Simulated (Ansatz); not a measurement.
## C5H8 (1,4-pentadiene): the vertical energy of the triplet above the singlet from total energies

The species is C5H8 (13 atoms), meant as a singlet with charge 0. SMILES: `C=CCC=C`. The coordinates come from a PBE0-D4/def2-TZVP relaxation. This is one conformer, not always the lowest.

Both states at this one shape; open shells run unrestricted unless said. 1 Eh = 27.2114 eV.

```tsv
level	program	singlet C5H8 (Eh)	triplet C5H8 (Eh)
HF/3-21G	Ansatz	-192.871958	-192.738786
B3LYP/6-31G* (Cartesian functions)	Ansatz	-195.297307	-195.131653
```

Q: Work out the vertical gap, second state less first, at each level.

A: 
1. HF/3-21G: -192.738786 − (-192.871958) = 0.133172 Eh = 3.62 eV.
2. B3LYP/6-31G* (Cartesian functions): -195.131653 − (-195.297307) = 0.165654 Eh = 4.51 eV.

No measured value is set beside it here; the levels span 3.62 to 4.51 eV. Hartree–Fock favours the state with fewer electron pairs, since it lacks pair correlation.
